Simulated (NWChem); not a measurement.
Everything below was run with NWChem. System: trimethylamine (C$_{3}$H$_{9}$N), charge 0, spin multiplicity 1, at a geometry optimised with PBE/def2-SVP. Level: TPSS/def2-TZVP.

Output (cleaned and shortened):

```
             Northwest Computational Chemistry Package (NWChem) 7.3.0
             --------------------------------------------------------

                                NWChem Input Module
                                -------------------

 Scaling coordinates for geometry "geometry" by  1.889725989
 (inverse scale =  0.529177249)

 Turning off AUTOSYM since
 SYMMETRY directive was detected!

                             Geometry "geometry" -> ""
                             -------------------------

 Output coordinates in angstroms (scale by  1.889725989 to convert to a.u.)

  No.       Tag          Charge          X              Y              Z
 ---- ---------------- ---------- -------------- -------------- --------------
    1 C                    6.0000    -0.21727000    -0.66289500     1.20457400
    2 N                    7.0000    -0.32361200     0.13561300     0.00000000
    3 C                    6.0000    -0.21727000    -0.66289500    -1.20457400
    4 C                    6.0000     0.58954000     1.26084800     0.00000000
    5 H                    1.0000     0.78493300    -1.16086800     1.32870900
    6 H                    1.0000    -0.98745100    -1.46193400     1.20376900
    7 H                    1.0000    -0.38661800    -0.02957700     2.10005700
    8 H                    1.0000     0.78493300    -1.16086800    -1.32870900
    9 H                    1.0000    -0.38661800    -0.02957700    -2.10005700
   10 H                    1.0000    -0.98745100    -1.46193400    -1.20376900
   11 H                    1.0000     1.67475600     0.96078500     0.00000000
   12 H                    1.0000     0.41939900     1.89216500    -0.89672200
   13 H                    1.0000     0.41939900     1.89216500     0.89672200

 Effective nuclear repulsion energy (a.u.)     137.7769515884

            Nuclear Dipole moment (a.u.)
            ----------------------------
        X                 Y               Z
 ---------------- ---------------- ----------------
    -0.0000037795    -0.0000075589    -0.0000000000

      Symmetry information
      --------------------

 Group name             Cs
 Group number              2
 Group order               2
 No. of unique centers     8

      Symmetry unique atoms

     1    2    4    5    6    7   11   12


 Summary of "ao basis" -> "" (spherical)
 ------------------------------------------------------------------------------
       Tag                 Description            Shells   Functions and Types
[...]
              MO Center= -1.6D-01, -8.0D-02,  7.8D-12, r^2= 3.4D+00
   Bfn.  Coefficient  Atom+Function         Bfn.  Coefficient  Atom+Function
  ----- ------------  ---------------      ----- ------------  ---------------
   100      0.222255   4 C  py               38     -0.188297   2 N  py
   103      0.165230   4 C  py               41     -0.155539   2 N  py
   132     -0.152261   6 H  s               156     -0.152261  10 H  s
     7      0.141314   1 C  py               69      0.141314   3 C  py
    10      0.103923   1 C  py               72      0.103923   3 C  py

 Vector   17  Occ=2.000000D+00  E=-1.783683D-01  Symmetry=a'
              MO Center= -1.2D-01,  5.0D-02, -5.9D-15, r^2= 2.3D+00
   Bfn.  Coefficient  Atom+Function         Bfn.  Coefficient  Atom+Function
  ----- ------------  ---------------      ----- ------------  ---------------
    37      0.353425   2 N  px               40      0.301372   2 N  px
    43      0.263147   2 N  px              127     -0.183449   5 H  s
   145     -0.183449   8 H  s               163     -0.183421  11 H  s
    38     -0.148212   2 N  py               36     -0.126407   2 N  s
    41     -0.126388   2 N  py               35     -0.124910   2 N  s

 Vector   18  Occ=0.000000D+00  E= 2.271838D-02  Symmetry=a'
              MO Center=  2.3D-01, -9.8D-02,  1.1D-15, r^2= 8.3D+00
   Bfn.  Coefficient  Atom+Function         Bfn.  Coefficient  Atom+Function
  ----- ------------  ---------------      ----- ------------  ---------------
     5      2.203750   1 C  s                67      2.203750   3 C  s
    98      2.204074   4 C  s               127     -0.954568   5 H  s
   145     -0.954568   8 H  s               163     -0.954769  11 H  s
   133     -0.935790   6 H  s               139     -0.936104   7 H  s
   151     -0.936104   9 H  s               157     -0.935790  10 H  s

 Vector   19  Occ=0.000000D+00  E= 7.109084D-02  Symmetry=a"
              MO Center= -3.6D-03, -5.9D-01,  5.0D-09, r^2= 9.4D+00
   Bfn.  Coefficient  Atom+Function         Bfn.  Coefficient  Atom+Function
  ----- ------------  ---------------      ----- ------------  ---------------
     5      3.922258   1 C  s                67     -3.922258   3 C  s
   127     -1.569657   5 H  s               145      1.569657   8 H  s
   139     -1.399062   7 H  s               151      1.399062   9 H  s
   133     -1.086812   6 H  s               157      1.086812  10 H  s
    45     -0.547721   2 N  pz              169      0.312358  12 H  s

 Vector   20  Occ=0.000000D+00  E= 7.111107D-02  Symmetry=a'
              MO Center=  4.1D-01,  4.1D-01, -5.0D-09, r^2= 9.4D+00
   Bfn.  Coefficient  Atom+Function         Bfn.  Coefficient  Atom+Function
  ----- ------------  ---------------      ----- ------------  ---------------
    98      4.529254   4 C  s                 5     -2.264978   1 C  s
    67     -2.264978   3 C  s               163     -1.812695  11 H  s
   169     -1.435216  12 H  s               175     -1.435216  13 H  s
   133      0.988312   6 H  s               157      0.988312  10 H  s
   127      0.906151   5 H  s               145      0.906151   8 H  s

 center of mass
 --------------
 x =  -0.04241254 y =   0.01777562 z =   0.00000000

 moments of inertia (a.u.)
 ------------------
         345.900686849589         -57.464904374156           0.000000000000
         -57.464904374156         232.989900997001          -0.000000000000
           0.000000000000          -0.000000000000         208.830972461523

     Multipole analysis of the density
     ---------------------------------

     L   x y z        total         alpha         beta         nuclear
     -   - - -        -----         -----         ----         -------
     0   0 0 0      0.000000    -17.000000    -17.000000     34.000000

     1   1 0 0      0.134389      0.067197      0.067197     -0.000004
     1   0 1 0     -0.056338     -0.028165     -0.028165     -0.000008
     1   0 0 1      0.000000      0.000000      0.000000     -0.000000

     2   2 0 0    -21.910602    -28.851327    -28.851327     35.792052
     2   1 1 0      0.880941    -17.709304    -17.709304     36.299548
     2   1 0 1     -0.000000     -0.000000     -0.000000      0.000000
     2   0 2 0    -20.179483    -63.647645    -63.647645    107.115806
     2   0 1 1     -0.000000     -0.000000     -0.000000      0.000000
     2   0 0 2    -19.809318    -71.094376    -71.094376    122.379433

 Task  times  cpu:       22.2s     wall:       22.2s

 Total times  cpu:       22.2s     wall:       22.2s
```

### Question
Write an NWChem input that would produce this output.

### Answer
Several could match; the one computed here: 
```
start mol
memory heap 200 mb stack 900 mb global 1100 mb
geometry units angstroms nocenter noautoz
  C     -0.217270    -0.662895     1.204574
  N     -0.323612     0.135613     0.000000
  C     -0.217270    -0.662895    -1.204574
  C      0.589540     1.260848     0.000000
  H      0.784933    -1.160868     1.328709
  H     -0.987451    -1.461934     1.203769
  H     -0.386618    -0.029577     2.100057
  H      0.784933    -1.160868    -1.328709
  H     -0.386618    -0.029577    -2.100057
  H     -0.987451    -1.461934    -1.203769
  H      1.674756     0.960785     0.000000
  H      0.419399     1.892165    -0.896722
  H      0.419399     1.892165     0.896722
  symmetry group Cs
end
basis spherical
  * library def2-tzvp
end
dft
  xc xtpss03 ctpss03
  semidirect memsize 60000000 filesize 0
  iterations 100
  grid fine
end
task dft energy
```
